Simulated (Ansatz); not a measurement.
## Structural energy differences of zinc

Theory: DFT, PBEsol, plane waves (420 eV) with PAW, scalar-relativistic (Ansatz). (PAW data from PBE, frozen cores regenerated.)

Each structure is relaxed within its own symmetry, so a high-lying one may be dynamically unstable.

```tsv
structure	ΔE (meV/atom)	V (Å³/atom)	cell	magnetic state
hcp	0	14.15	a = 2.609 Å, c = 4.800 Å (c/a = 1.839)	spin not included
dhcp	9	14.21	a = 2.606 Å, c = 9.658 Å (c/a = 3.705)	spin not included
fcc	25	14.19	a = 3.843 Å	spin not included
A15	40	14.29	a = 4.854 Å	spin not included
bcc	94	14.30	a = 3.058 Å	spin not included
omega (AlB2-type)	107	14.51	a = 4.352 Å, c = 2.654 Å (c/a = 0.610)	spin not included
simple cubic	290	16.85	a = 2.564 Å	spin not included
diamond	608	22.58	a = 5.653 Å	spin not included
```

ΔE counts from hcp.

Differences under about 8 meV lie within the error of the k-point mesh.
